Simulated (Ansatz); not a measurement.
**CO, singlet: the ladder up to full CI**

Geometry: MP2(full)/6-31G*, from the G2/97 set.

```yaml
atoms:
  - { symbol: O, position_ang: [0.0000, 0.0000, 0.0000] }
  - { symbol: C, position_ang: [0.0000, 0.0000, 1.1503] }
```

Basis 6-31G; Ansatz 0.2.0. Only valence electrons are correlated (noble-gas cores frozen), which leaves 10 electrons in 16 orbitals. Prefix R: restricted or restricted open-shell reference. Active spaces: valence = (10e, 8o) chosen from the atoms' valence shells.

Full CI is exact within this basis and frozen core; it isn't the basis-set limit.

* UHF ⟨S²⟩: 0.000
* T1 diagnostic (RCCSD): 0.0225
* largest doubles amplitude (RCCSD): 0.087

```json
{"level": "RHF", "E − E(full CI) (kJ/mol)": "577.9", "share of correlation (%)": "0.00", "wall time": "–"}
{"level": "RMP2", "E − E(full CI) (kJ/mol)": "15.8", "share of correlation (%)": "97.26", "wall time": "–"}
{"level": "CISD", "E − E(full CI) (kJ/mol)": "60.2", "share of correlation (%)": "89.58", "wall time": "0.64 s"}
{"level": "RCCSD", "E − E(full CI) (kJ/mol)": "26.6", "share of correlation (%)": "95.41", "wall time": "–"}
{"level": "RCCSD(T)", "E − E(full CI) (kJ/mol)": "3.4", "share of correlation (%)": "99.42", "wall time": "0.38 s"}
{"level": "BCCD(T)", "E − E(full CI) (kJ/mol)": "2.8", "share of correlation (%)": "99.52", "wall time": "0.43 s"}
{"level": "RCCSDT", "E − E(full CI) (kJ/mol)": "2.1", "share of correlation (%)": "99.63", "wall time": "–"}
{"level": "CISDTQ", "E − E(full CI) (kJ/mol)": "3.9", "share of correlation (%)": "99.33", "wall time": "1.5 s"}
{"level": "RCCSDT(Q)", "E − E(full CI) (kJ/mol)": "-0.1", "share of correlation (%)": "100.02", "wall time": "1.1 s"}
{"level": "RCCSDTQ", "E − E(full CI) (kJ/mol)": "0.2", "share of correlation (%)": "99.97", "wall time": "7.5 s"}
{"level": "CASSCF (valence space)", "E − E(full CI) (kJ/mol)": "202.4", "share of correlation (%)": "64.98", "wall time": "–"}
{"level": "NEVPT2 (valence space)", "E − E(full CI) (kJ/mol)": "49.7", "share of correlation (%)": "91.40", "wall time": "1.5 s"}
{"level": "MRCISD (valence space)", "E − E(full CI) (kJ/mol)": "8.5", "share of correlation (%)": "98.52", "wall time": "–"}
{"level": "MRCISD+Q (valence space)", "E − E(full CI) (kJ/mol)": "3.3", "share of correlation (%)": "99.44", "wall time": "2.6 s"}
```

The correlation energy at full CI, counted from RHF, is -5.989 eV. That run took 28 s on 1 thread of AMD EPYC 7R13, shared host over 4,777,056 determinants.

Times hold each run's SCF and search for its determinant on a shared host, so for small cases they say little of a method's own cost; they ran on 1 thread of AMD EPYC 7R13.

The full-CI state has the irrep A1 of C2v, in the program's axes (one component, if the state is degenerate).

Natural occupations of full CI about the gap: 1.989 1.975 1.951 1.940 1.940 0.069 0.069 0.024 0.013 0.009; effectively unpaired electrons, Σ n²(2−n)², 0.08.

Atomization energy (electronic, same basis, no zero-point term; atoms at the same level, unrestricted beside the R rows where the molecule is a closed shell, with restricted open-shell steps beyond CCSDT(Q)) at full CI: 873.1 kJ/mol. Errors of other levels:

| level | error (kJ/mol) |
| --- | --- |
| RHF | -326.6 |
| RMP2 | 43.5 |
| CISD | -55.2 |
| RCCSD | -24.2 |
| RCCSD(T) | -2.7 |
| BCCD(T) | -2.0 |
| RCCSDT | -2.1 |
| CISDTQ | -3.7 |
| RCCSDT(Q) | 0.1 |
| RCCSDTQ | -0.2 |
| CASSCF (valence space) | 8.0 |
| NEVPT2 (valence space) | 15.7 |
| MRCISD (valence space) | -4.8 |
| MRCISD+Q (valence space) | -3.1 |

This basis is far from its limit, so the value isn't to be set against a measured one. Truncated CI isn't size-consistent, which counts against it in atomization.
